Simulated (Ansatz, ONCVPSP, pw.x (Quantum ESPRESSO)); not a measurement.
## What a changed setting does to a pw.x run (fcc Ni)

Potential: optimised norm-conserving Vanderbilt (ONCV), ONCVPSP 4.0.1.1 (patched build), LDA (Perdew-Wang 92); core [Ne], reference 3s2 3p6 3d8 4s1 4p1; waves: 3s+4s: rc 1.40 bohr, ncon 4, nbas 8, qcut 8.8 1/bohr, 3 projectors, debl 0.9 Ha; 3p+4p: rc 1.20 bohr, ncon 4, nbas 8, qcut 11 1/bohr, 2 projectors; 3d: rc 1.65 bohr, ncon 3, nbas 8, qcut 8.1 1/bohr, 1 projector; local part: polynomial inside 0.58 bohr (lpopt 5, dvloc0 0 Ha); core correction: Teter function, fcfact 3.25, rcfact 1.15.

The reference run (k-mesh 16³, cutoffs 115/460 Ry, Fermi–Dirac 0.01 Ry, mixing_beta 0.4, conv_thr 1e-9, no spin) gives 3.58 GPa at 10.008 Å³/atom, where all-electron LAPW gives 0.43 GPa. This run, with its own iteration cap, changes smearing to gauss.

```
&control
  calculation='scf', prefix='x', pseudo_dir='./', outdir='./tmp', tstress=.true., disk_io='none'
/
&system
  ibrav=0, nat=1, ntyp=1, ecutwfc=115, ecutrho=460, nbnd=17,
  occupations='smearing', smearing='gauss', degauss=0.01
/
&electrons
  conv_thr=1e-09, mixing_beta=0.4, electron_maxstep=70
/
ATOMIC_SPECIES
Ni 1.0 Ni.UPF
CELL_PARAMETERS angstrom
  0.00000000 1.71043182 1.71043182
  1.71043182 0.00000000 1.71043182
  1.71043182 1.71043182 0.00000000
ATOMIC_POSITIONS crystal
Ni 0.0000 0.0000 0.0000
K_POINTS automatic
16 16 16 0 0 0
```

```bash
pw.x < Ni.scf.in > Ni.scf.out
```

Q: How does the run end?

A: It converges in 7 iterations; the free energy moves by +67.3 meV/atom and the pressure by -0.85 GPa. Gaussian smearing of the same width is narrower in effect than Fermi–Dirac, so its quadratic term in F is smaller.

```
Message from routine setup:
     using ibrav=0 with symmetry is DISCOURAGED, use correct ibrav instead
     lattice parameter (alat)  =       4.5711  a.u.
     unit-cell volume          =      67.5373 (a.u.)^3
     number of electrons       =        18.00
     number of Kohn-Sham states=           17
     kinetic-energy cutoff     =     115.0000  Ry
     charge density cutoff     =     460.0000  Ry
     scf convergence threshold =      1.0E-09
     Exchange-correlation= SLA  PW   NOGX NOGC
     number of k points=   145  Gaussian smearing, width (Ry)=  0.0100
     iteration #  1     ecut=   115.00 Ry     beta= 0.40
     total energy              =    -325.20501309 Ry
     estimated scf accuracy    <       0.01312230 Ry
     iteration #  2     ecut=   115.00 Ry     beta= 0.40
     total energy              =    -325.20811264 Ry
     estimated scf accuracy    <       0.00149287 Ry
     iteration #  3     ecut=   115.00 Ry     beta= 0.40
     total energy              =    -325.20829129 Ry
     estimated scf accuracy    <       0.00017081 Ry
     iteration #  4     ecut=   115.00 Ry     beta= 0.40
     total energy              =    -325.20829865 Ry
     estimated scf accuracy    <       0.00000099 Ry
     iteration #  5     ecut=   115.00 Ry     beta= 0.40
     total energy              =    -325.20829905 Ry
     estimated scf accuracy    <       0.00000023 Ry
     iteration #  6     ecut=   115.00 Ry     beta= 0.40
     total energy              =    -325.20829907 Ry
     estimated scf accuracy    <          2.1E-09 Ry
     iteration #  7     ecut=   115.00 Ry     beta= 0.40
     the Fermi energy is    20.4104 ev
!    total energy              =    -325.20829907 Ry
     estimated scf accuracy    <          2.7E-10 Ry
     smearing contrib. (-TS)   =      -0.00239780 Ry
     The total energy is F=E-TS. E is the sum of the following terms:
     one-electron contribution =    -145.71009812 Ry
     hartree contribution      =      84.96979676 Ry
     xc contribution           =     -34.67267369 Ry
     ewald contribution        =    -229.79292622 Ry
     convergence has been achieved in   7 iterations
          total   stress  (Ry/bohr**3)                   (kbar)     P=       27.28
     Message from routine punch:
     Nothing written, as per user request (disk_io='none')
```

The run took about 22 s on one core of a shared host (Intel(R) Xeon(R) Platinum 8488C, 96 threads, 744 GiB, load 26).
